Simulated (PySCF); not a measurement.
**CCSDT/6-31G run of AlH3 (SMILES [H][Al]([H])[H])**

What is the energy change on altering one bond length of AlH3 at CCSDT/6-31G? Input form: a Python script.

The results are computed with PySCF 2.14.0.

8 further runs of the same task are left out: 8 set aside as unsound or not needed.

## Step 1: The structure to begin with

AlH3 has 4 atoms, charge 0, and is taken as a singlet. As SMILES, `[H][Al]([H])[H]`. The shape comes from GFN2-xTB, which is rough for such elements, and wasn't checked as a minimum.

Bond lengths: Al1–H2 1.553 Å, Al1–H3 1.553 Å, Al1–H4 1.553 Å. Angles: H2–Al1–H3 120.0°, H2–Al1–H4 120.0°, H3–Al1–H4 120.0°.

## Step 2: A single-point energy at CCSDT/6-31G

Input file input.py:

```python
from pyscf import gto, cc

mol = gto.Mole()
mol.atom = '''
Al    -0.000019    -0.000038     0.000038
H      2.934083    -0.057674     0.027609
H     -1.416936     2.569725    -0.036132
H     -1.517129    -2.512013     0.008466
'''
mol.basis = '6-31g'
mol.max_memory = 1860
mol.charge = 0
mol.unit = 'bohr'
mol.spin = 0
mol.verbose = 3
mol.build()

mf = mol.RHF()
mf.conv_tol = 1e-10
mf.kernel()
if not mf.converged:
    mf = mf.newton().run(mf.mo_coeff, mf.mo_occ)

mycc = cc.CCSDT(mf, frozen=5)
mycc.kernel()
energy = mycc.e_tot
print('E(%s) = %.9f' % ('CCSDT', energy))
```

Run with:

```sh
$ OMP_NUM_THREADS=1 python input.py
```

What it wrote:

```text
converged SCF energy = -243.586200451429
_make_eris_incore_RCCSDT

WARN: A large `blksize` is being used, which may cause large memory consumption
      for storing contraction intermediates. If memory is sufficient, consider using
      `pyscf.cc.rccsdt_highm.RCCSDT` instead.

WARN: A large `blksize_oovv` is being used, which may cause large memory consumption
      for storing contraction intermediates. If memory is sufficient, consider using
      `pyscf.cc.rccsdt_highm.RCCSDT` instead.

WARN: A large `blksize_oooo` is being used, which may cause large memory consumption
      for storing contraction intermediates. If memory is sufficient, consider using
      `pyscf.cc.rccsdt_highm.RCCSDT` instead.

RCCSDT converged
E(RCCSDT) = -243.6451479148856   E_corr = -0.05894746345660287
E_corr(same-spin) = -0.00208341667055551
E_corr(oppo-spin) = -0.0568640467860474
E(CCSDT) = -243.645147915
```

Run time: 0.95 s. Hardware: 1 thread of Arm Neoverse V1, shared host; peak memory 0.12 GiB.

## Step 3: The distorted shape at the same level

Input file start.xyz:

```xyz
4

Al    -0.776298     0.015229    -0.007275
H      1.552650    -0.030520     0.014610
H     -1.526098     1.375089    -0.026415
H     -1.579118    -1.314051    -0.002815
```

Input file run.py:

```python
from pyscf import gto, cc

molecule = gto.M(
    atom='start.xyz',
    basis='6-31g',
    max_memory=1860,
    verbose=4,
    charge=0,
)

mf = molecule.RHF()
mf.conv_tol = 1e-10
mf.kernel()
if not mf.converged:
    mf = mf.newton().run(mf.mo_coeff, mf.mo_occ)

mycc = cc.CCSDT(mf, frozen=5)
mycc.kernel()
e_tot = mycc.e_tot
print(f'total energy: {e_tot:.8f} hartree')
```

Run with:

```sh
$ OMP_NUM_THREADS=1 python run.py
```

What it wrote:

```text
PySCF version 2.14.0

[INPUT] num. atoms = 4
[INPUT] num. electrons = 16
[INPUT] charge = 0
[INPUT] spin (= nelec alpha-beta = 2S) = 0
[INPUT] symmetry False subgroup None
[INPUT] Mole.unit = angstrom
[INPUT] Symbol           X                Y                Z      unit          X                Y                Z       unit  Magmom
[INPUT]  1 Al    -0.776298000000   0.015229000000  -0.007275000000 AA   -1.466990611048   0.028778639151  -0.013747757556 Bohr   0.0
[INPUT]  2 H      1.552650000000  -0.030520000000   0.014610000000 AA    2.934083267306  -0.057674441322   0.027608898680 Bohr   0.0
[INPUT]  3 H     -1.526098000000   1.375089000000  -0.026415000000 AA   -2.883907259246   2.598541606902  -0.049917115580 Bohr   0.0
[INPUT]  4 H     -1.579118000000  -1.314051000000  -0.002815000000 AA   -2.984100538371  -2.483196503711  -0.005319579041 Bohr   0.0

nuclear repulsion = 12.3222092566106
number of shells = 13
number of NR pGTOs = 58
number of NR cGTOs = 19
basis = 6-31g
ecp = {}

******** <class 'pyscf.scf.hf.RHF'> ********
method = RHF
initial guess = minao
damping factor = 0
level_shift factor = 0
DIIS = <class 'pyscf.scf.diis.CDIIS'>
diis_start_cycle = 1
diis_space = 8
diis_damp = 0
SCF conv_tol = 1e-10
SCF conv_tol_grad = None
SCF max_cycles = 50
direct_scf = True
direct_scf_tol = 1e-13
Set gradient conv threshold to 1e-05
Initial guess from minao.
init E= -243.094653081326
  HOMO = -0.252022504449005  LUMO = -0.0036254559707789  gap/eV = 6.75923
cycle= 1 E= -243.507178150029  delta_E= -0.413  |g|= 0.156  |ddm|= 1.35
  HOMO = -0.34262525545896  LUMO = 0.000466003251771818  gap/eV = 9.33599
cycle= 2 E= -243.524889724099  delta_E= -0.0177  |g|= 0.0339  |ddm|= 0.318
  HOMO = -0.355827029244488  LUMO = 0.0178051486391793  gap/eV = 10.16705
cycle= 3 E= -243.525912658183  delta_E= -0.00102  |g|= 0.00765  |ddm|= 0.0834
  HOMO = -0.354734446598616  LUMO = 0.0162898542160406  gap/eV = 10.09609
cycle= 4 E= -243.525970151333  delta_E= -5.75e-05  |g|= 0.00057  |ddm|= 0.0243
  HOMO = -0.354617014258084  LUMO = 0.0161445389804427  gap/eV = 10.08894
cycle= 5 E= -243.52597044998  delta_E= -2.99e-07  |g|= 9.01e-05  |ddm|= 0.00213
  HOMO = -0.354651222676957  LUMO = 0.0161388249641188  gap/eV = 10.08971
cycle= 6 E= -243.525970458453  delta_E= -8.47e-09  |g|= 8.02e-06  |ddm|= 0.000436
  HOMO = -0.354648733327912  LUMO = 0.0161398029654563  gap/eV = 10.08967
cycle= 7 E= -243.525970458514  delta_E= -6.09e-11  |g|= 7.8e-07  |ddm|= 3.71e-05
  HOMO = -0.354648907103442  LUMO = 0.0161398674437589  gap/eV = 10.08968
Extra cycle  E= -243.525970458514  delta_E= -2.27e-13  |g|= 2.49e-07  |ddm|= 2.93e-06
converged SCF energy = -243.525970458514

******** <class 'pyscf.cc.rccsdt.RCCSDT'> ********
RCCSDT nocc = 3, nmo = 14
Allocating only the i<=j<=k part of the T3 amplitude in memory
frozen orbitals 5
max_cycle = 50
conv_tol = 1e-07
conv_tol_normt = 1e-06
diis with the T3 amplitude
diis_space = 6
diis_start_cycle = 0
diis_start_energy_diff = 1e+09
einsum_backend: numpy
_make_eris_incore_RCCSDT
blksize  3    blksize_oovv  3    blksize_oooo  3    blksize_vvvv  1

WARN: A large `blksize` is being used, which may cause large memory consumption
      for storing contraction intermediates. If memory is sufficient, consider using
      `pyscf.cc.rccsdt_highm.RCCSDT` instead.

WARN: A large `blksize_oovv` is being used, which may cause large memory consumption
      for storing contraction intermediates. If memory is sufficient, consider using
      `pyscf.cc.rccsdt_highm.RCCSDT` instead.

WARN: A large `blksize_oooo` is being used, which may cause large memory consumption
      for storing contraction intermediates. If memory is sufficient, consider using
      `pyscf.cc.rccsdt_highm.RCCSDT` instead.

Approximate memory usage estimate
    T3 memory                 104 KB
    R3 memory                 104 KB
    Symmetrized T3 memory     125 KB
    ERIs memory               300 KB
    T1-ERIs memory            300 KB
    Intermediates memory      300 KB
    Block workspace           562 KB
    T3 einsum buffer          562 KB
Init t2, MP2 energy = -243.573251873521  E_corr(MP2) -0.047281415007
Init E_corr(RCCSDT) = -0.0472814150065732
cycle =  1  E_corr(RCCSDT) = -0.061536528255  dE = -1.425511324805e-02  norm(d tamps) = 6.67283827e-02
cycle =  2  E_corr(RCCSDT) = -0.067445271987  dE = -5.908743732813e-03  norm(d tamps) = 3.43485478e-02
cycle =  3  E_corr(RCCSDT) = -0.073431286751  dE = -5.986014764049e-03  norm(d tamps) = 1.89693958e-02
cycle =  4  E_corr(RCCSDT) = -0.073280988687  dE =  1.502980648224e-04  norm(d tamps) = 2.75288217e-03
cycle =  5  E_corr(RCCSDT) = -0.073304183464  dE = -2.319477771566e-05  norm(d tamps) = 7.75457795e-04
cycle =  6  E_corr(RCCSDT) = -0.073320703308  dE = -1.651984336457e-05  norm(d tamps) = 3.10617903e-04
cycle =  7  E_corr(RCCSDT) = -0.073312970768  dE =  7.732539797065e-06  norm(d tamps) = 1.14007356e-04
cycle =  8  E_corr(RCCSDT) = -0.073316569312  dE = -3.598543675751e-06  norm(d tamps) = 3.37645098e-05
cycle =  9  E_corr(RCCSDT) = -0.073316522018  dE =  4.729355415622e-08  norm(d tamps) = 9.41479443e-06
cycle = 10  E_corr(RCCSDT) = -0.073316356606  dE =  1.654117390004e-07  norm(d tamps) = 3.73409153e-06
cycle = 11  E_corr(RCCSDT) = -0.073316172852  dE =  1.837548072176e-07  norm(d tamps) = 1.34993833e-06
cycle = 12  E_corr(RCCSDT) = -0.073316167387  dE =  5.464385083309e-09  norm(d tamps) = 3.58363721e-07
RCCSDT converged
E(RCCSDT) = -243.5992866259014   E_corr = -0.07331616738713806
E_corr(same-spin) = -0.0021179658507177
E_corr(oppo-spin) = -0.0711982015364204
total energy: -243.59928663 hartree
```

Run time: 0.99 s. Hardware: 1 thread of Arm Neoverse V1, shared host; peak memory 0.12 GiB.

## Step 4: Results

Level: CCSDT/6-31G, 5 core orbitals frozen.

| quantity | value |
| --- | --- |
| first shape: total energy | -243.64515 Eh |
| first shape: dipole moment (Hartree–Fock density) | 0.00 D |
| first shape: HOMO energy (Hartree–Fock orbitals) | -11.74 eV |
| first shape: LUMO energy (Hartree–Fock orbitals) | 0.79 eV |
| first shape: HOMO–LUMO gap (Hartree–Fock orbitals) | 12.53 eV |
| first shape: correlation energy (5 core orbitals frozen) | -58.9 mEh |
| first shape: T1 diagnostic | 0.010 |
| distorted shape: total energy | -243.59929 Eh |
| distorted shape: dipole moment (Hartree–Fock density) | 1.80 D |
| distorted shape: HOMO energy (Hartree–Fock orbitals) | -9.65 eV |
| distorted shape: LUMO energy (Hartree–Fock orbitals) | 0.44 eV |
| distorted shape: HOMO–LUMO gap (Hartree–Fock orbitals) | 10.09 eV |
| distorted shape: correlation energy (5 core orbitals frozen) | -73.3 mEh |
| distorted shape: T1 diagnostic | 0.019 |
| energy change with the Al1–H2 bond stretched from 1.553 to 2.330 Å | 1.248 eV |

With the Al1–H2 bond stretched from 1.553 to 2.330 Å the energy rises by 1.25 eV (29 kcal/mol). The first shape isn't relaxed at this level, so the change isn't measured from a minimum. Mulliken charges (distorted shape) of the mean-field density run from -0.25 on H3 to +0.72 on Al1.
